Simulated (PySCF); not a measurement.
`c1ncncn1`, C3H3N3

Geometry:
```json
{"atom": "C1", "x (Å)": "1.154", "y (Å)": "-0.586", "z (Å)": "-0.204"}
{"atom": "N2", "x (Å)": "0.094", "y (Å)": "-1.389", "z (Å)": "-0.178"}
{"atom": "C3", "x (Å)": "-1.068", "y (Å)": "-0.773", "z (Å)": "-0.368"}
{"atom": "N4", "x (Å)": "-1.227", "y (Å)": "0.531", "z (Å)": "-0.572"}
{"atom": "C5", "x (Å)": "-0.096", "y (Å)": "1.230", "z (Å)": "-0.577"}
{"atom": "N6", "x (Å)": "1.122", "y (Å)": "0.728", "z (Å)": "-0.399"}
{"atom": "H7", "x (Å)": "2.138", "y (Å)": "-1.047", "z (Å)": "-0.051"}
{"atom": "H8", "x (Å)": "-1.973", "y (Å)": "-1.393", "z (Å)": "-0.356"}
{"atom": "H9", "x (Å)": "-0.175", "y (Å)": "2.312", "z (Å)": "-0.742"}
```

Method: GIAO B3LYP/6-31G magnetisability, rotational g tensor and spin-rotation constants, non-relativistic, gas phase in PySCF 2.14.0. Geometry: PBE0-D3(BJ)/def2-SVP.

Q: Give the nuclear spin-rotation constants along the inertial axes (H = +C I·J) beside the isotropic shieldings.

A: Rotational constants 6.5004, 6.5000, 3.2501 GHz. A star marks the isotopologue with that one atom substituted, in its own axes.
```csv
atom,isotope,Caa (kHz),Cbb (kHz),Ccc (kHz),mean (kHz),σ (ppm)
N2,14N,1.537,1.537,0.040,1.038,-42.2
N4,14N,1.537,1.537,0.040,1.038,-42.2
N6,14N,1.537,1.537,0.040,1.038,-42.2
H7,1H,0.042,0.042,-0.283,-0.067,23.1
H8,1H,0.042,0.042,-0.283,-0.067,23.1
H9,1H,0.042,0.042,-0.283,-0.067,23.1
C1,13C*,3.219,2.435,0.484,2.046,36.2
```
Where two moments of inertia are equal or nearly so, the constants along those axes are given as their average.
For the geometry as given, no vibrational averaging.
